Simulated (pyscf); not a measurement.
Four-centre exchange: H₂B–NH–GeH₃ + water (H₂O) → H₂N–GeH₃ + H₂B–OH

Gas phase, singlet surface, charge 0. Bonds broken: N2–B3, O10–H11. Bonds formed: N2–H11, B3–O10. Structures and frequencies: ωB97X-D3(BJ)/def2-SVP in PySCF.

Transition state (Å):

```xyz
12

Ge    -2.2893     0.3579    -0.5668
N     -0.6063     0.8432     0.0563
B      0.4652    -0.3065     0.2168
H     -2.1897    -0.2551    -1.9709
H     -2.8390    -0.6672     0.4329
H     -3.1778     1.6129    -0.5988
H     -0.2406     1.6970    -0.3622
H     -0.0096    -1.4174     0.0242
H      1.5364    -0.0650    -0.3007
O      0.5460    -0.0256     1.8032
H     -0.2757     0.6944     1.3604
H      0.1635    -0.7532     2.3095
```

One imaginary mode, 1291i cm⁻¹; descent along it reached the two sides named, in the forms told below.

| bond | change | reactant side (Å) | saddle | product side |
|---|---|---|---|---|
| N2–B3 | breaks | 1.406 | 1.580 | 1.699 |
| O10–H11 | breaks | 0.965 | 1.179 | 2.566 |
| N2–H11 | forms | 2.267 | 1.354 | 1.022 |
| B3–O10 | forms | 3.3 | 1.613 | 1.433 |

Electronic energies relative to the separated reactants (kJ/mol):

```csv
level,barrier,reaction energy,reverse barrier
ωB97X-D3(BJ)/def2-TZVP,45.9,+2.9,43.0
PBE/def2-TZVP,29.7,+0.3,29.4
r²SCAN/def2-TZVP,33.2,-0.8,34.0
B3LYP-D3(BJ)/def2-TZVP,51.0,+0.8,50.2
PBE0-D3(BJ)/def2-TZVP,32.3,+2.9,29.4
M06-2X/def2-TZVP,40.9,+0.9,40.0
ωB97M-D3(BJ)/def2-TZVP,46.2,+0.6,45.6
HF/def2-TZVP,119.9,-8.9,128.8
```

With ωB97M-D3(BJ)/def2-TZVP energies and thermal terms (ideal gas, 1 atm, RRHO with modes under 100 cm⁻¹ raised to 100, one conformer, R ln 2 for chiral ones without a mode under 150 cm⁻¹), in kJ/mol:

```csv
T (K),ΔH‡,ΔG‡,ΔH,ΔG
298,43.4,91.4,+1.6,-2.4
600,42.3,140.9,+0.2,-5.8
900,44.3,189.8,-0.3,-8.6
1200,47.3,237.9,-0.4,-11.4
```

On the product side the descent ends in an adduct with a B–N contact, 59.1 kJ/mol under the separated species and 102.1 kJ/mol under the saddle at ωB97X-D3(BJ)/def2-TZVP. What is counted as broken (B–N) persists as a longer contact in the product adduct; parting that adduct is a step of its own. The reactants may also form a dative adduct at H₂B–NH–GeH₃; it and routes through it were not searched. One saddle was located; it need not be the lowest between these sides. Elements up to Kr have no core potential and no relativistic terms here.
